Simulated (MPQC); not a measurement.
**BH3Cl− (SMILES [BH3-]Cl): levels of theory compared**

We compute a comparison of 5 runs (HF/STO-3G, HF/def2-SVP, HF/pcseg-2, PBE/def2-SVP, PBE0/def2-SVP) of BH3Cl−. 

Program for the calculation: MPQC 2.3.1.

**1. The system as given**

The species is BH3Cl− (5 atoms), meant as a singlet with charge -1. As SMILES, `[BH3-]Cl`. The shape is that of a GFN2-xTB optimisation.

Bond lengths: B1–Cl2 1.873 Å, B1–H3 1.208 Å, B1–H4 1.208 Å, B1–H5 1.208 Å. Angles: Cl2–B1–H3 106.7°, Cl2–B1–H4 106.7°, Cl2–B1–H5 106.7°, H3–B1–H4 112.0°, H3–B1–H5 112.2°, H4–B1–H5 112.1°.

**2. Energy and gradient at HF/STO-3G (run 1)**

File run.in:

```
% emacs should use -*- KeyVal -*- mode
molecule<Molecule>: (
   symmetry = c1
   unit = angstrom
   { atoms geometry } = {
      B  [ 0.082390 -0.047870 0.135930 ]
      Cl [ -0.845860 0.496450 -1.396970 ]
      H  [ 1.223080 -0.254620 -0.203070 ]
      H  [ -0.460100 -1.051350 0.532730 ]
      H  [ 0.000500 0.857390 0.931390 ]
   }
)
basis<GaussianBasisSet>: (
   name = "STO-3G"
   molecule = $:molecule
   basisdir = "."
   puream = yes
)
mpqc: (
   checkpoint = no
   savestate = no
   restart = no
   do_energy = yes
   do_gradient = yes
   optimize = no
   mole<CLHF>: (
      molecule = $:molecule
      basis = $:basis
      total_charge = -1
      memory = 1000000000
      print_evals = yes
      print_npa = yes
      maxiter = 120
      value_accuracy = 1e-08
      guess_wavefunction<CLHF>: (
         molecule = $:molecule
         total_charge = -1
         memory = 1000000000
         value_accuracy = 1e-3
         basis<GaussianBasisSet>: (
            name = "STO-3G"
            molecule = $:molecule
         )
      )
   )
)
```

The basis set STO-3G is read from a file made from the Basis Set Exchange's data (not shown).

Run with:

```console
$ mpqc run.in > run.out
```

The program printed:

```text
MPQC: Massively Parallel Quantum Chemistry
[...]
  LUMO is    14   A =   0.775400
  total scf energy = -480.6545586347
[...]
Value of the MolecularEnergy: -480.6545586347
  Gradient of the MolecularEnergy:
      1   -0.0191372703
      2    0.0115063121
      3   -0.0316915000
      4    0.0157537095
      5   -0.0092564874
      6    0.0260705062
      7    0.0203506518
      8   -0.0029813648
      9   -0.0105120241
     10   -0.0129431743
     11   -0.0186310723
     12    0.0040651470
[...]
      symmetry = c1
[...]
```

It took 0.16 s on 1 thread of AMD EPYC 9R45 (Zen 5), shared host.

**3. Energy and gradient at HF/def2-SVP (run 2)**

File mol.in:

```
molecule<Molecule>: (
  symmetry = c1
  unit = bohr
  { atoms geometry } = {
    B  [ 0.15569454  -0.09046119   0.25687047 ]
    Cl [ -1.59844374   0.93815453  -2.63989070 ]
    H  [ 2.31128623  -0.48116207  -0.38374668 ]
    H  [ -0.86946299  -1.98676356   1.00671380 ]
    H  [ 0.00094486   1.62023228   1.76007202 ]
  }
)
basis<GaussianBasisSet>: (
  name = "def2-SVP"
  molecule = $:molecule
  basisdir = "."
  puream = yes
)
mpqc: (
  checkpoint = no
  savestate = no
  restart = no
  do_energy = yes
  do_gradient = yes
  optimize = no
  mole<CLHF>: (
    molecule = $:molecule
    basis = $:basis
    total_charge = -1
    memory = 1000000000
    print_evals = yes
    print_npa = yes
    maxiter = 120
    value_accuracy = 1e-08
    guess_wavefunction<CLHF>: (
      molecule = $:molecule
      total_charge = -1
      memory = 1000000000
      value_accuracy = 1e-3
      basis<GaussianBasisSet>: (
        name = "3-21G"
        molecule = $:molecule
      )
    )
  )
)
```

The basis set def2-SVP is read from a file made from the Basis Set Exchange's data (not shown).

Run with:

```console
$ mpqc -o mol.out mol.in
```

The program printed:

```text
MPQC: Massively Parallel Quantum Chemistry
[...]
  LUMO is    14   A =   0.438095
  total scf energy = -485.8004119947
[...]
Value of the MolecularEnergy: -485.8004119947
  Gradient of the MolecularEnergy:
      1   -0.0046443004
      2    0.0028499819
      3   -0.0077185269
      4    0.0167059088
      5   -0.0098115330
      6    0.0276300406
      7   -0.0127065312
      8    0.0031557096
      9   -0.0010557436
     10    0.0024671418
     11    0.0104221785
     12   -0.0076774826
[...]
      symmetry = c1
[...]
```

Run time: 1 s. Hardware: 1 thread of AMD EPYC 9R45 (Zen 5), shared host.

Runs 3 to 4 aren't shown in full; the table further down has their settings and results.

**4. Energy and forces at PBE0/def2-SVP (run 5)**

File run.in:

```
% emacs should use -*- KeyVal -*- mode
molecule<Molecule>: (
    symmetry = c1
    unit = angstrom
    { atoms geometry } = {
        B  [ 0.082390    -0.047870     0.135930 ]
        Cl [ -0.845860     0.496450    -1.396970 ]
        H  [ 1.223080    -0.254620    -0.203070 ]
        H  [ -0.460100    -1.051350     0.532730 ]
        H  [ 0.000500     0.857390     0.931390 ]
    }
)
basis<GaussianBasisSet>: (
    name = "def2-SVP"
    molecule = $:molecule
    basisdir = "."
    puream = yes
)
mpqc: (
    checkpoint = no
    savestate = no
    restart = no
    do_energy = yes
    do_gradient = yes
    optimize = no
    mole<CLKS>: (
        molecule = $:molecule
        basis = $:basis
        total_charge = -1
        memory = 1000000000
        print_evals = yes
        print_npa = yes
        maxiter = 120
        value_accuracy = 1e-08
        functional<SumDenFunctional>: (
            a0 = 0.25
            coefs = [ 0.75 1 ]
            funcs: [ <PBEXFunctional>: () <PBECFunctional>: () ]
        )
        integrator<RadialAngularIntegrator>: ( grid = xfine )
        guess_wavefunction<CLHF>: (
            molecule = $:molecule
            total_charge = -1
            memory = 1000000000
            value_accuracy = 1e-3
            basis<GaussianBasisSet>: (
                name = "3-21G"
                molecule = $:molecule
            )
        )
    )
)
```

The basis set def2-SVP is read from a file made from the Basis Set Exchange's data (not shown).

Run with:

```console
$ mpqc -o run.out run.in
```

The program printed:

```text
MPQC: Massively Parallel Quantum Chemistry
[...]
  Integrated electron density error = -0.000539627793
  iter     1 energy = -486.5184055498 delta = 1.84103e-01
  Integrated electron density error = 0.000058414509
  iter     2 energy = -486.5471100671 delta = 1.88640e-02
[...]
  Integrated electron density error = 0.000000257041
  iter    10 energy = -486.5537893928 delta = 4.80961e-08
  Integrated electron density error = 0.000000257041
  iter    11 energy = -486.5537893928 delta = 2.00941e-08
  Integrated electron density error = 0.000000257040
  iter    12 energy = -486.5537893928 delta = 1.14047e-08
[...]
  LUMO is    14   A =   0.318691
  total scf energy = -486.5537893928
[...]
  Integrated electron density error = 0.000000253658
  Total Gradient:
[...]
Value of the MolecularEnergy: -486.5537893928
  Gradient of the MolecularEnergy:
      1    0.0006786639
      2   -0.0003072412
      3    0.0010833352
      4    0.0113815157
      5   -0.0066875830
      6    0.0188311552
      7   -0.0137366093
      8    0.0032940332
      9   -0.0003919084
     10    0.0032165223
     11    0.0113905311
     12   -0.0077933434
[...]
        symmetry = c1
[...]
```

Wall time 15 s (1 thread of AMD EPYC 9R45 (Zen 5), shared host); peak memory 0.094 GiB.

**5. Overview of the runs**

| run | level | starting guess | integration grid | energy (Eh) | HOMO energy (eV) | LUMO energy (eV) | HOMO–LUMO gap (eV) | wall time |
| --- | --- | --- | --- | --- | --- | --- | --- | --- |
| 1 | HF/STO-3G | STO-3G | – | -480.654559 | -2.09 | 21.10 | 23.19 | 0.16 s |
| 2 | HF/def2-SVP | 3-21G | – | -485.800412 | -4.54 | 11.92 | 16.46 | 1 s |
| 3 | HF/pcseg-2 | 3-21G | – | -485.994257 | -4.97 | 8.36 | 13.33 | 21 s |
| 4 | PBE/def2-SVP | STO-3G | xfine | -486.498212 | 0.27 | 7.80 | 7.53 | 14 s |
| 5 | PBE0/def2-SVP | 3-21G | xfine | -486.553789 | -1.18 | 8.67 | 9.85 | 15 s |

**6. What came out**

```
                                                    quantity          value
                                         run 5: total energy  -486.55379 Eh
                                          run 5: HOMO energy       -1.18 eV
                                          run 5: LUMO energy        8.67 eV
run 5: HOMO–LUMO gap (to an unbound level, set by the basis)        9.85 eV
                             run 5: largest force on an atom     1.183 eV/Å
```

What this shows: The HOMO–LUMO gap runs from 7.53 eV (PBE/def2-SVP) to 23.19 eV (HF/STO-3G). The two ends differ in method and basis. The empty levels of an anion lie above zero and hang on the basis. Totals of different functionals can't be ranked against each other. In run 4 the HOMO lies above zero, so the outermost electron may be held by the basis alone. In run 1 the basis is minimal, so the values are rough. All runs together took 50 s, the longest 21 s.
